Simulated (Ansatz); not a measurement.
System: NaCl (charge +1, doublet). SMILES of the parent species: [Cl][Na]
Coordinates optimised at B3LYP-D3(BJ)/def2-TZVP (Ansatz, a program for electronic structure):
```
Na
Cl 1 2.8126
```
Charge +1, spin multiplicity 2.

Give the harmonic wavenumbers at B3LYP-D3(BJ)/def2-TZVP (Ansatz, finite differences of forces, unscaled).

150 cm⁻¹. Zero-point energy 0.2 kcal/mol.

From these and the geometry, give the ideal-gas thermochemistry at 298.15 K and 1 atm (rigid rotor, harmonic oscillator).

Point group C∞v, rotational symmetry number 1. Rotational constants 4.581, 4.581 GHz. S(trans) 38.12, S(rot) 16.32, S(vib) 2.67, S(elec, spin only) 1.38, S 58.5 cal/(mol K). H(298) - H(0) 2.48 kcal/mol; G - E(el) -14.7 kcal/mol.
